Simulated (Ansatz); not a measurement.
Ansatz (a program for electronic structure) input (PBE0/def2-TZVPD):

Ansatz 0.2 input:
```yaml
crystal:
  periodic: [false, false, false]
  atoms:
    - {symbol: Si, position_ang: [-0.00000000, -0.00000000, -0.55379892]}
    - {symbol: O, position_ang: [0.00000000, 0.00000000, 0.96914810]}
basis:
  gaussian:
    orbitals: def2-TZVPD
hamiltonian:
  xc: {name: PBE0}
total_charge: 1
magnetization: {spin_polarized: true, initial_magnetization: 1}
output: {forces: true}
```

End of the output:

```
integrals: 0.01 GiB planned
480 factors; their error is unknown
mean field: 0.22 GiB planned
mean field evaluation 1: about -9880.1360 eV, gradient 8.6e1 eV
mean field evaluation 2: about -9671.0508 eV, gradient 1.5e2 eV
mean field evaluation 4: about -9908.1699 eV, gradient 1.1e1 eV
mean field evaluation 8: about -9908.7357 eV, gradient 1.4e-1 eV
mean field evaluation 16: about -9908.7501 eV, gradient 3.1e-4 eV
mean field -9908.75014525 eV, -364.1398514460 hartree, gradient 9.4e-6 eV, S^2 0.762285; 1 other end points of the search recorded, 0 dependent functions left out
the calculation of the forces begins
reference -9908.75016911 eV, -364.1398523229 hartree; 11, 10 occupied and 72, 73 virtual orbitals, 480 factors
Total energy: -9908.75016911 eV, -364.1398523229 hartree
Atom 0 at    -0.000000    -0.000000    -0.553799 Å, force    -0.000000     0.000000     0.295104 eV/Å
Atom 1 at     0.000000     0.000000     0.969148 Å, force     0.000000    -0.000000    -0.295104 eV/Å
Dipole moment:    -0.000000     0.000000    -0.921195 e Å
```
